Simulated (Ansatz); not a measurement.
Born–Oppenheimer molecular dynamics of C$_{4}$H$_{5}$FO (11 atoms, charge 0, multiplicity 1). It starts from a relaxed structure.

Method: Ansatz, UKS PBE0-D4/STO-3G.

```yaml
ensemble: NVT, Nosé–Hoover chain
time_step: 1 fs
steps_asked: 205
set_temperature: 1500 K
thermostat: time constant 300 fs, chain length 1
seed: 86358
```

Frames 2 fs apart, positions in Å, forces in eV/Å.

Velocities at 40.0 fs (Å/ps):

```
C -1.97 5.21 0.85
C -0.59 1.83 0.40
O 2.10 -4.41 -3.01
C -3.48 0.14 -4.75
C 2.42 2.80 5.68
F 0.61 -1.64 -0.22
H -34.35 -6.92 27.09
H -27.53 -23.49 -12.54
H 75.66 -17.56 4.50
H -23.63 39.28 20.34
H 8.35 -9.26 -13.53
```

```xyz
11
Properties=species:S:1:pos:R:3:forces:R:3 time_fs=40.0 energy_less_start_eV=1.038 T=642
C 0.048 -0.313 1.439 0.39 -2.49 -2.96
C 0.540 0.266 0.007 2.10 -1.55 3.73
O 0.840 -0.842 -1.000 -1.20 0.24 0.87
C -0.376 -0.361 -1.615 -1.15 -2.47 -4.60
C -0.459 0.800 -0.940 -3.31 1.74 0.26
F -1.462 1.722 -0.715 1.02 -0.63 -0.41
H 0.180 -1.432 1.291 -0.25 1.24 0.62
H -1.003 -0.141 1.598 -0.83 0.37 0.26
H 0.643 -0.014 2.293 0.38 0.55 0.17
H 1.455 0.745 0.310 1.23 1.30 -0.61
H -0.907 -0.922 -2.543 1.63 1.69 2.65
11
Properties=species:S:1:pos:R:3:forces:R:3 time_fs=42.0 energy_less_start_eV=0.966 T=697
C 0.045 -0.306 1.437 0.53 -1.74 -0.48
C 0.542 0.267 0.014 2.51 -1.07 3.47
O 0.843 -0.851 -1.005 -1.41 0.94 0.92
C -0.384 -0.365 -1.632 0.20 -0.72 -2.12
C -0.460 0.808 -0.928 -2.99 -0.04 -0.81
F -1.460 1.718 -0.716 0.70 -0.26 -0.24
H 0.109 -1.423 1.354 0.27 0.64 -0.02
H -1.063 -0.179 1.579 1.20 0.86 0.50
H 0.788 -0.042 2.294 -2.14 0.10 -1.60
H 1.428 0.845 0.338 0.37 0.27 -1.02
H -0.862 -0.909 -2.522 0.77 1.03 1.40
11
Properties=species:S:1:pos:R:3:forces:R:3 time_fs=44.0 energy_less_start_eV=1.190 T=515
C 0.043 -0.305 1.433 0.47 -0.59 0.09
C 0.552 0.265 0.032 2.20 -0.08 2.15
O 0.842 -0.857 -1.008 -1.54 1.46 0.93
C -0.392 -0.370 -1.654 2.95 3.17 3.70
C -0.469 0.815 -0.920 -1.84 -2.35 -1.52
F -1.456 1.714 -0.718 0.08 0.32 -0.06
H 0.048 -1.392 1.417 0.63 -0.84 -0.57
H -1.082 -0.184 1.580 1.80 1.28 0.58
H 0.856 -0.064 2.239 -2.68 0.25 -1.20
H 1.416 0.954 0.327 -0.48 -1.01 -1.08
H -0.791 -0.863 -2.456 -1.58 -1.60 -3.02
11
Properties=species:S:1:pos:R:3:forces:R:3 time_fs=46.0 energy_less_start_eV=0.990 T=672
C 0.043 -0.306 1.429 0.06 -1.01 -1.38
C 0.569 0.262 0.056 0.56 0.26 -0.05
O 0.838 -0.859 -1.008 -1.34 1.66 1.03
C -0.390 -0.365 -1.666 2.60 2.99 3.53
C -0.485 0.815 -0.915 -0.44 -3.63 -1.32
F -1.452 1.710 -0.719 -0.60 0.90 0.07
H 0.010 -1.389 1.458 0.63 -0.96 -0.83
H -1.036 -0.140 1.602 0.66 1.47 0.62
H 0.828 -0.076 2.143 -0.73 0.85 1.14
H 1.389 1.028 0.276 -0.23 -1.43 -0.53
H -0.773 -0.868 -2.491 -1.17 -1.09 -2.27
11
Properties=species:S:1:pos:R:3:forces:R:3 time_fs=48.0 energy_less_start_eV=0.941 T=730
C 0.043 -0.311 1.421 -0.34 -2.36 -2.65
C 0.588 0.260 0.081 -1.62 -0.33 -2.31
O 0.830 -0.858 -1.006 -0.87 1.52 1.17
C -0.381 -0.352 -1.667 0.47 -0.11 -1.00
C -0.502 0.804 -0.915 0.46 -3.37 -0.39
F -1.450 1.708 -0.720 -0.98 1.18 0.09
H -0.005 -1.420 1.469 0.38 0.36 -0.77
H -0.966 -0.041 1.648 -0.83 1.24 0.47
H 0.774 -0.055 2.091 1.72 1.22 3.22
H 1.354 1.049 0.205 0.83 -0.79 0.21
H -0.796 -0.911 -2.606 0.77 1.44 1.97
11
Properties=species:S:1:pos:R:3:forces:R:3 time_fs=50.0 energy_less_start_eV=0.851 T=801
C 0.043 -0.322 1.405 1.17 -0.13 1.03
C 0.601 0.258 0.098 -2.87 -0.80 -3.79
O 0.821 -0.853 -1.002 -0.35 1.08 1.17
C -0.370 -0.339 -1.671 -0.11 -1.44 -2.52
C -0.518 0.783 -0.916 0.60 -2.02 0.75
F -1.449 1.709 -0.721 -0.86 0.99 -0.02
H -0.005 -1.439 1.450 0.00 0.87 -0.47
H -0.921 0.103 1.710 -0.16 -0.01 -0.36
H 0.772 0.006 2.149 -0.05 -0.30 0.69
H 1.350 1.040 0.142 1.45 -0.13 0.62
H -0.794 -0.905 -2.654 1.17 1.89 2.90
11
Properties=species:S:1:pos:R:3:forces:R:3 time_fs=52.0 energy_less_start_eV=0.844 T=804
C 0.045 -0.334 1.392 1.50 3.64 4.24
C 0.606 0.252 0.103 -2.25 -0.05 -4.22
O 0.810 -0.846 -0.994 0.12 0.41 0.96
C -0.359 -0.330 -1.682 0.68 -0.77 -0.80
C -0.532 0.754 -0.915 0.26 -0.27 1.70
F -1.450 1.711 -0.723 -0.41 0.43 -0.18
H -0.005 -1.428 1.414 -0.38 0.06 -0.10
H -0.882 0.245 1.759 0.81 -1.67 -1.29
H 0.772 0.058 2.235 -1.16 -1.69 -1.65
H 1.398 1.023 0.102 0.61 -0.60 0.73
H -0.750 -0.831 -2.598 0.22 0.50 0.62
11
Properties=species:S:1:pos:R:3:forces:R:3 time_fs=54.0 energy_less_start_eV=1.099 T=608
C 0.053 -0.334 1.393 1.36 4.62 4.03
C 0.604 0.247 0.094 -1.06 0.70 -3.56
O 0.800 -0.837 -0.984 0.60 -0.43 0.55
C -0.345 -0.323 -1.695 2.47 1.44 3.75
C -0.546 0.725 -0.909 -0.18 1.45 2.25
F -1.452 1.715 -0.724 0.07 -0.19 -0.31
H -0.020 -1.414 1.374 -0.65 -0.44 0.15
H -0.816 0.327 1.759 0.16 -2.11 -1.39
H 0.732 0.047 2.263 -0.37 -1.81 -1.73
H 1.469 0.984 0.088 -0.57 -1.05 0.63
H -0.702 -0.742 -2.528 -1.84 -2.19 -4.38
11
Properties=species:S:1:pos:R:3:forces:R:3 time_fs=56.0 energy_less_start_eV=0.665 T=946
C 0.065 -0.321 1.405 0.77 1.28 0.15
C 0.598 0.243 0.075 -0.42 0.55 -1.76
O 0.791 -0.830 -0.973 1.17 -1.37 0.09
C -0.325 -0.312 -1.699 0.58 -0.60 -0.16
C -0.560 0.701 -0.895 -0.63 3.06 2.49
F -1.454 1.718 -0.726 0.35 -0.59 -0.34
H -0.059 -1.413 1.339 -0.65 0.45 0.27
H -0.747 0.332 1.709 -1.81 -0.82 -0.54
H 0.682 -0.029 2.231 1.90 -0.69 0.66
H 1.520 0.906 0.099 -0.90 -0.59 0.34
H -0.713 -0.723 -2.599 -0.36 -0.68 -1.19
11
Properties=species:S:1:pos:R:3:forces:R:3 time_fs=58.0 energy_less_start_eV=0.723 T=924
C 0.080 -0.303 1.418 0.07 -1.42 -2.86
C 0.591 0.242 0.050 -0.46 -0.19 0.49
O 0.785 -0.825 -0.961 1.55 -2.19 -0.48
C -0.302 -0.303 -1.702 -1.68 -1.95 -4.11
C -0.576 0.686 -0.873 -0.70 3.35 1.69
F -1.455 1.719 -0.729 0.33 -0.61 -0.25
H -0.122 -1.396 1.314 -0.36 0.96 0.24
H -0.744 0.306 1.639 -2.52 0.47 0.50
H 0.702 -0.133 2.224 2.66 0.18 2.09
H 1.539 0.808 0.122 -0.24 0.50 0.01
H -0.739 -0.732 -2.718 1.35 0.91 2.66
11
Properties=species:S:1:pos:R:3:forces:R:3 time_fs=60.0 energy_less_start_eV=0.635 T=985
C 0.094 -0.289 1.423 -0.24 -0.20 -0.27
C 0.582 0.240 0.026 -0.36 -0.56 2.38
O 0.783 -0.827 -0.951 1.40 -2.55 -1.20
C -0.285 -0.300 -1.718 -2.22 -0.61 -2.96
C -0.594 0.682 -0.846 -0.07 1.80 -0.33
F -1.455 1.720 -0.733 0.06 -0.25 -0.07
H -0.198 -1.345 1.298 0.00 0.17 0.08
H -0.828 0.293 1.586 0.27 -0.23 0.88
H 0.812 -0.231 2.282 -0.50 0.33 -0.94
H 1.548 0.728 0.146 0.29 1.30 -0.26
H -0.717 -0.710 -2.744 1.37 0.80 2.69
11
Properties=species:S:1:pos:R:3:forces:R:3 time_fs=62.0 energy_less_start_eV=1.034 T=649
C 0.108 -0.276 1.427 -1.10 0.18 0.93
C 0.573 0.236 0.010 0.65 -0.21 3.66
O 0.784 -0.834 -0.944 0.77 -2.32 -1.85
C -0.274 -0.299 -1.742 -0.89 2.08 2.47
C -0.612 0.683 -0.821 0.88 -0.32 -2.50
F -1.456 1.720 -0.736 -0.34 0.32 0.10
H -0.274 -1.288 1.285 0.39 -0.68 -0.04
H -0.904 0.272 1.566 2.39 -0.36 1.12
H 0.907 -0.316 2.311 -2.29 0.76 -2.33
H 1.566 0.695 0.160 -0.28 1.26 -0.54
H -0.646 -0.660 -2.676 -0.17 -0.71 -1.03
```

Of the whole run (205 fs, mean temperature of the second half 829 K): The conserved energy wandered by up to 6.0 meV per atom (net 3.5 meV per atom), which is poor conservation. The mean temperature of the second half is 45 % below the set value. A run of 0.2 ps of so small a system gives no equilibrium averages. Limits of this set-up: minimal basis.

Time of the run: 9.7 min on 1 thread of Arm Neoverse V2, with other jobs on the host, peak memory 0.13 GiB.
